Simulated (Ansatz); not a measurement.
# C3O2: the cost of one run

Method: the levels named in each step, in Ansatz 0.2.0.

## (1) The system as given

Bond lengths: O1–C2 1.156 Å, C2–C3 1.269 Å, C3–C4 1.269 Å, C4–O5 1.156 Å. Angles: O1–C2–C3 180.0°, C2–C3–C4 180.0°, C3–C4–O5 180.0°.

Structure file:

```xyz
5

O     0.0000    0.0000   -2.4245
C     0.0000    0.0000   -1.2690
C     0.0000    0.0000    0.0000
C     0.0000    0.0000    1.2690
O     0.0000    0.0000    2.4245
```

## (2) A rough first relaxation, PBE-D4/def2-SVP

This run stands in another session on the same molecule. It ended at:

```xyz
5

O     0.0000    0.0000   -2.4657
C     0.0000    0.0000   -1.2898
C     0.0000    0.0000    0.0000
C     0.0000    0.0000    1.2898
O     0.0000    0.0000    2.4657
```

## (3) Relaxation, PBE0-D4/def2-TZVPP

This run stands in another session on the same molecule. It ended at:

```xyz
5

O     0.0000    0.0000   -2.4272
C     0.0000    0.0000   -1.2718
C     0.0000    0.0000    0.0000
C     0.0000    0.0000    1.2718
O     0.0000    0.0000    2.4272
```

## (4) Frequencies, PBE0-D4/def2-TZVPP

The input, input.yaml:

```yaml
crystal:
  periodic: [false, false, false]
  atoms:
    - { symbol: O, position_ang: [0.0, 0.0, -2.42722136] }
    - { symbol: C, position_ang: [0.0, 0.0, -1.27181972] }
    - { symbol: C, position_ang: [0.0, 0.0, -1.94e-06] }
    - { symbol: C, position_ang: [0.0, 0.0, 1.27181559] }
    - { symbol: O, position_ang: [0.0, 0.0, 2.42721744] }
basis:
  gaussian: { orbitals: def2-TZVPP }
hamiltonian:
  xc: pbe0
  dispersion: d4
phonons: {}
```

Command:

```
$ ansatz run input.yaml --threads 4 --pin off --max-ram 10240MiB --backend cpu --events-out ev --progress --plain --runs-dir out
```

**Question.** How long does this run take on 4 threads of Intel Xeon at 2.50GHz (Skylake/Cascade Lake), shared host, and how much memory does it need?

About 64 s, with a peak of 0.28 GiB.
